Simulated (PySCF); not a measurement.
## TDDFT excited states: C2H8Si

Species: dimethylsilane, C2H8Si.
Atom-mapped SMILES: `[CH3:1][SiH2:2][CH3:3]` (hydrogens: H4, H5, H6 on C1; H7, H8 on Si2; H9, H10, H11 on C3)

Method used: TDDFT PBE0/def2-SVPD, vertical, gas phase, core orbitals frozen in the response (PySCF 2.14.0, density-fitted response routines). Geometry: GFN2-xTB; no solvent, vibrations or thermal averaging.

List the vertical singlet excitations with oscillator strengths and describe the spectrum.

| state | E (eV) | E (hartree) | f | symmetry | main configurations (H = HOMO, L = LUMO) |
| --- | --- | --- | --- | --- | --- |
| S1 | 8.15 | 0.2994 | 0.052 | B1 or B2 | H→L (98%) |
| S2 | 8.45 | 0.3107 | 0.020 | A1 | H-1→L (89%), H→L+1 (10%) |
| S3 | 8.49 | 0.3119 | 0.029 | A1 | H→L+1 (88%), H-1→L (9%) |
| S4 | 8.57 | 0.3151 | 0.031 | B1 or B2 | H-2→L (97%) |
| S5 | 8.64 | 0.3175 | 0.115 | B1 or B2 | H-1→L+1 (92%) |
| S6 | 8.72 | 0.3203 | 0.0000 | – | H-2→L+1 (96%) |
| S7 | 9.15 | 0.3364 | 0.122 | B1 or B2 | H→L+2 (94%) |
| S8 | 9.24 | 0.3397 | 0.192 | A1 | H-1→L+2 (94%) |

Triplets (Tamm–Dancoff): T1 7.90 eV, H→L (78%), H-1→L+1 (16%); T2 7.92 eV, H→L+1 (64%), H-1→L (28%); T3 8.14 eV, H-2→L (77%), H-2→L+3 (18%).

The lowest singlet lies at 8.15 eV (152 nm, vacuum ultraviolet) and is of moderate strength; its leading configuration is HOMO→LUMO (98%). The most intense listed level is S8 at 9.24 eV (134 nm, f = 0.192), 1.10 eV above S1. It is the last of those listed, so stronger ones may follow. Löwdin shares by element: HOMO carbon 55%, silicon 23%, hydrogen 6% or more (atoms not listed hold the other 16%); LUMO silicon 31%, carbon 29%, hydrogen 6% or more (atoms not listed hold the other 34%). Orbital energies (eV): HOMO-3 -11.06, HOMO-2 -9.12, HOMO-1 -8.96, HOMO -8.74, LUMO 0.65, LUMO+1 0.92, LUMO+2 1.47. The listed states span 1.10 eV, and the widest gap between neighbours is 0.44 eV (S6 to S7). The oscillator strengths of these states sum to 0.561; summed over the whole spectrum of an exact calculation they would give the number of electrons, 34 (Thomas–Reiche–Kuhn). No computed singlet lies in the visible range (380 to 750 nm); the lowest, at 152 nm, stands 4.88 eV above its violet end (3.26 eV). Symmetry labels in C2v follow from the direction of the transition dipole and are given only for states with f of 0.002 or more; B1 and B2 swap with the choice of axes. The window holds the lowest 8 singlets.
